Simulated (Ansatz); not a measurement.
# CH7Al: the cost of one run

Method: RKS PBE/def2-SVP, in Ansatz 0.2.0.

### Step 1. The structure to begin with

Bond lengths: Al1–C2 2.320 Å, C2–H3 1.110 Å, C2–H4 1.110 Å, C2–H5 1.110 Å, Al1–H6 1.560 Å, Al1–H7 1.560 Å. Angles: Al1–C2–H3 109.5°, Al1–C2–H4 109.5°, Al1–C2–H5 109.5°, H3–C2–H4 109.4°, H3–C2–H5 109.4°, H4–C2–H5 109.4°, C2–Al1–H6 120.0°, C2–Al1–H7 120.0°, H6–Al1–H7 120.0°.

Structure file:

```xyz
9

Al    0.0000    0.0000    0.0000
C     0.0000    0.0000    2.3200
H    -0.9996   -0.3092    2.6905
H     0.7676   -0.7111    2.6905
H     0.2320    1.0203    2.6905
H     1.3510    0.0000   -0.7800
H    -1.3510    0.0000   -0.7800
H    -0.2382   -1.7490    0.5865
H    -0.1900   -1.3947    1.5677
```

### Step 2. A restrained relaxation towards end A

Springs on the bonds that form and break draw the guess towards this end; the thresholds are loose.

Input file input.yaml:

```yaml
crystal:
  periodic: [false, false, false]
  atoms:
    - { symbol: Al, position_ang: [0.0, 0.0, 0.0] }
    - { symbol: C, position_ang: [0.0, 0.0, 2.32] }
    - { symbol: H, position_ang: [-0.9996, -0.3092, 2.6905] }
    - { symbol: H, position_ang: [0.7676, -0.7111, 2.6905] }
    - { symbol: H, position_ang: [0.232, 1.0203, 2.6905] }
    - { symbol: H, position_ang: [1.351, 0.0, -0.78] }
    - { symbol: H, position_ang: [-1.351, 0.0, -0.78] }
    - { symbol: H, position_ang: [-0.2382, -1.749, 0.5865] }
    - { symbol: H, position_ang: [-0.19, -1.3947, 1.5677] }
basis:
  gaussian: { orbitals: def2-SVP }
hamiltonian:
  xc: pbe
relax:
  f_tol: 0.15
  max_steps: 25
  restrain:
    - { distance: [0, 7], at: 2.76, k: 30.0 }
    - { distance: [8, 1], at: 2.31, k: 30.0 }
    - { distance: [0, 1], at: 1.97, k: 30.0 }
    - { distance: [8, 7], at: 0.66, k: 30.0 }
output:
  orbitals: {}
```

Command:

```console
$ ansatz run input.yaml --threads 2 --pin off --max-ram 3072MiB --backend cpu --events-out ev --progress --plain --runs-dir out
```

What time and memory should one allow on 2 threads of AMD EPYC 9R45 (Zen 5), shared host?

About 2.6 s, with a peak of 0.14 GiB.
